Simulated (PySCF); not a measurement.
Geometry (Å), atoms numbered from 1 in this order:
```xyz
13

C    -1.9115    0.3418   -0.8080
C    -1.0798   -0.7768   -0.2231
S    -0.3593   -0.3930    1.4001
S     0.9365    1.1163    1.0071
C     2.4456    0.2493    0.5305
H    -1.3035    1.2380   -0.9453
H    -2.3122    0.0520   -1.7834
H    -2.7461    0.5932   -0.1514
H    -0.2733   -1.0754   -0.8963
H    -1.6850   -1.6678   -0.0285
H     3.1992    1.0221    0.3613
H     2.3042   -0.3147   -0.3912
H     2.7766   -0.4108    1.3309
```

[PySCF 2.14.0 with density-fitted response routines: GIAO B97-2/pcSseg-2 shieldings; PBE0-D3(BJ)/def2-TZVP structure; no solvent; equivalent nuclei averaged; one computed conformer; non-relativistic Hamiltonian]

Q: Predict the 2D correlation tables (HSQC, COSY, HMBC).

A: 

HSQC (one-bond C–H):
```
                δH         δC
     2.38 (H9/H10)  34.7 (C2)
2.10 (H11/H12/H13)  25.2 (C5)
   1.32 (H6/H7/H8)  15.8 (C1)
```

COSY cross peaks (H two or three bonds apart, from the bond graph; peaks can be absent where the dihedral angle is near 90°):
```
           δH               δH
2.38 (H9/H10)  1.32 (H6/H7/H8)
```

HMBC (two and three bonds, from the bond graph):
```
             δH         δC
  2.38 (H9/H10)  15.8 (C1)
1.32 (H6/H7/H8)  34.7 (C2)
```

Referencing at the same level of theory: TMS for $^{1}$H and $^{13}$C.

Short H···H contacts in this conformer between protons four or more bonds apart (candidates for NOE cross peaks, intensity ∝ r⁻⁶): H9···H12 2.73 Å.

Shifts are as computed. Against solution values, carbons near 30 ppm lie about +3 ppm off and those near 130 ppm about +7 ppm. Of 1211 compounds with measured shifts, 218 miss one by over three times the rms of a fit or turn the order of signals round; such compounds aren't used in these exercises.
